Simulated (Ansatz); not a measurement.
# AlSiH₂ (doublet): from a generated start to a stationary point

Where does this start of AlSiH₂ (doublet) end when it is relaxed?

The runs use Ansatz 0.2.0, Gaussian basis; UKS PBE0/def2-TZVP.

### Step 1. Starting geometry

4 atoms, charge 0, spin multiplicity 2.

Atoms are counted from 1 here; the program's logs count them from 0.

Bond lengths: Si1–Al2 2.385 Å, Si1–H3 1.486 Å, Si1–H4 1.486 Å. Angles: Al2–Si1–H3 131.6°, Al2–Si1–H4 129.7°, H3–Si1–H4 98.7°.

Geometry (Å):

```xyz
4

Si   -0.1121    0.0080   -0.0044
Al    2.2730    0.0062    0.0011
H    -1.0981    1.1199   -0.0009
H    -1.0628   -1.1342    0.0042
```

The start was built by rule and, where that kept it together, relaxed with GFN2-xTB. Sticks and bond lists go by distance. 

### Step 2. Relaxation

File in.yaml:

```yaml
crystal:
  periodic: [false, false, false]
  atoms:
    - {symbol: Si, position_ang: [-0.112144, 0.008025, -0.004352]}
    - {symbol: Al, position_ang: [2.273037, 0.006220, 0.001058]}
    - {symbol: H, position_ang: [-1.098106, 1.119944, -0.000929]}
    - {symbol: H, position_ang: [-1.062787, -1.134190, 0.004222]}
basis:
  gaussian: {orbitals: def2-TZVP}
magnetization: {spin_polarized: true, initial_magnetization: 1}
hamiltonian: {xc: pbe0}
relax: {f_tol: 0.004, max_steps: 80}
```

Started as:

```
$ ansatz run in.yaml --threads 1 --pin off --events-out ev --progress --plain --max-ram 2176MiB
```

**Question.** What will these runs give? Wanted: energy gained; shift from the start; total energy; dipole moment; ⟨S²⟩.

**Answer**, as computed:

```
                  quantity           value
                     steps              19
             energy gained        0.101 eV
shift from the start (rms)         0.162 Å
              total energy  -14498.7132 eV
             dipole moment          0.82 D
                      ⟨S²⟩           0.787
```

In words: The bonds of the start are those of the end. Si1–Al2 went from 2.385 to 2.509 Å. No vibrations were run, so this is a stationary point, not a proven minimum, and this spin need not be the ground state's.
